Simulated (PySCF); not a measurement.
Work out the structure from these simulated measurements.

Formula: C3H6O.

| Property | Result |
| --- | --- |
| Dipole | 1.56 D [PBE0/pcSseg-1] |
| 1H NMR | chemical shifts (computed TMS as zero) by class: 3.24 (1 H), 0.53 (1 H), 0.51 (2 H), 0.43 (2 H) ppm [GIAO PBE0/pcSseg-1] |
| NMR, other nuclei | isotropic shieldings of nuclei other than C and H, by class: 285 (1 O) ppm [GIAO PBE0/pcSseg-1] |
| 13C NMR | chemical shifts (computed TMS as zero) by class: 46.9 (1 C), 9.4 (2 C) ppm [GIAO PBE0/pcSseg-1] |
| Rotational structure | rotational constants A, B, C: 16.884, 6.963, 6.004 GHz [PBE0-D3(BJ)/def2-SVP] |
| Couplings | largest of the computed one-bond spin–spin couplings (means over like bonds): 13C–1H +185.3, 13C–1H +168.7 (×2), 13C–1H +168.5 (×2), 17O–1H -70.5, 17O–13C +21.8, 13C–13C +17.8 (×2), 13C–13C +14.3 Hz [B3LYP/pcJ-1, spin–dipole term left out] |

Gas-phase values; electronic properties from PySCF, density fitting. Levels stand in brackets. Isolated species at its PBE0-D3(BJ)/def2-SVP geometry (one conformer only). NMR classes are plain means over equivalent atoms (diastereotopic ones count apart unless rotation or inversion swaps them), as if these changed places fast.

Task: Give a SMILES that accounts for the data.

Result: Numbering: `[OH:1][CH:2]1[CH2:3][CH2:4]1`. Its formula, C3H6O, gives 1 degree of unsaturation: 1 ring and 0 π bonds in the structure found. 3 carbons fall into 2 classes; from least to most shielded: carbinol carbon (C–OH) [C2] (46.9 ppm), three-membered-ring carbon [C3/C4] (9.4 ppm, 2 C). Hydrogen classes from least to most shielded: 1 H on a carbinol carbon (C–OH), C2 (3.24 ppm), 1 H on an alcohol oxygen, O1 (0.53 ppm), 2 H on 2 three-membered-ring carbons, C3/C4 (0.51 ppm), 2 H on 2 three-membered-ring carbons, C3/C4 (0.43 ppm). The other shieldings belong to: 285 ppm, alcohol oxygen [O1]. The couplings run between: +185.3 Hz, carbinol carbon (C–OH) [C2] and its hydrogen; +168.7 Hz, three-membered-ring carbon [C3] and its hydrogen (with 1 like pair); +168.5 Hz, three-membered-ring carbon [C3] and its hydrogen (with 1 like pair); -70.5 Hz, alcohol oxygen [O1] and its hydrogen; +21.8 Hz, alcohol oxygen [O1] and carbinol carbon (C–OH) [C2]; +17.8 Hz, carbinol carbon (C–OH) [C2] and three-membered-ring carbon [C3] (with 1 like pair); +14.3 Hz, three-membered-ring carbon [C3] and three-membered-ring carbon [C4]. By its constants the optimised geometry is an asymmetric top. Structure: cyclopropanol, `OC1CC1`. The assignments are read from this structure; whether some other isomer fits the data as well wasn't checked.

The values belong to the conformer `[OH:1][CH:2]1[CH2:3][CH2:4]1`: H–O1–C2–C3 147°.
